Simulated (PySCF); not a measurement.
## Atomic charges by several schemes

Species: C3H5FS.
Cartesian coordinates in Å at the PBE0-D3(BJ)/def2-SVP level; atoms count from 1:
```xyz
10
C3H5FS angstrom
F     -1.476    1.152    0.945
C     -0.697    0.643   -0.040
C     -0.732   -0.823   -0.273
C      0.480   -0.179    0.365
S      1.996   -0.149   -0.580
H     -0.596    1.325   -0.891
H     -1.369   -1.417    0.386
H     -0.651   -1.186   -1.301
H      0.585   -0.346    1.442
H      2.451    1.041   -0.127
```

Density: PBE0/pcSseg-1 (PySCF); schemes: Mulliken, IAO, Hirshfeld and ESP-fitted. Geometry: PBE0-D3(BJ)/def2-SVP, one conformer, isolated molecule.

Do the Mulliken, IAO, Hirshfeld and ESP-fitted schemes agree on where the charge is highest?

The schemes don't all agree: Mulliken C2 (+0.235); IAO H7 (+0.166); Hirshfeld H7 (+0.059); ESP-fitted H10 (+0.195).

For which atoms does the sign change between the 4 schemes (beyond +0.03 e in one, beyond −0.03 e in another)?

For none.

Which atoms carry the lowest charge in the Mulliken, IAO, Hirshfeld and ESP-fitted schemes?

The schemes don't all agree: Mulliken C4 (-0.403); IAO F1 and C3 (-0.301); Hirshfeld F1 (-0.106); ESP-fitted C3 (-0.312).

Give the atomic charges in each scheme.

In e:

```
atom                 environment  Mulliken     IAO  Hirshfeld  ESP-fitted
  F1              alkyl fluorine    -0.303  -0.301     -0.106      -0.184
  C2              sp3 C–F carbon    +0.235  +0.165     +0.041      +0.083
  C3  three-membered-ring carbon    -0.211  -0.301     -0.095      -0.312
  C4  sp3 carbon bound to sulfur    -0.403  -0.257     -0.065      -0.069
  S5                thiol sulfur    -0.062  -0.041     -0.043      -0.285
  H6            methine hydrogen    +0.117  +0.151     +0.052      +0.103
  H7          methylene hydrogen    +0.157  +0.166     +0.059      +0.165
  H8          methylene hydrogen    +0.153  +0.162     +0.054      +0.171
  H9            methine hydrogen    +0.175  +0.163     +0.049      +0.135
 H10                S–H hydrogen    +0.142  +0.092     +0.054      +0.195
```

Mean size of the charges over all atoms: Mulliken 0.196 e, IAO 0.180 e, ESP-fitted 0.170 e, Hirshfeld 0.062 e. Each set sums to the total charge, 0, to within 0.001 e. The ESP scheme fits charges at the nuclei, held to the total charge, to the electrostatic potential on points at 1.4 to 2.0 times the van der Waals radii. The IAO scheme projects the occupied orbitals on a minimal set of polarised atomic orbitals and counts the electrons in each atom's part of it.

Sum the charges by element, for elements with more than one atom.

| element | atoms | Mulliken | IAO | Hirshfeld | ESP-fitted |
| --- | --- | --- | --- | --- | --- |
| C | 3 | -0.379 | -0.393 | -0.119 | -0.299 |
| H | 5 | +0.743 | +0.734 | +0.268 | +0.769 |

How many electrons does the Hirshfeld scheme count on C3?

Z − q = 6 − (-0.095) = 6.095.
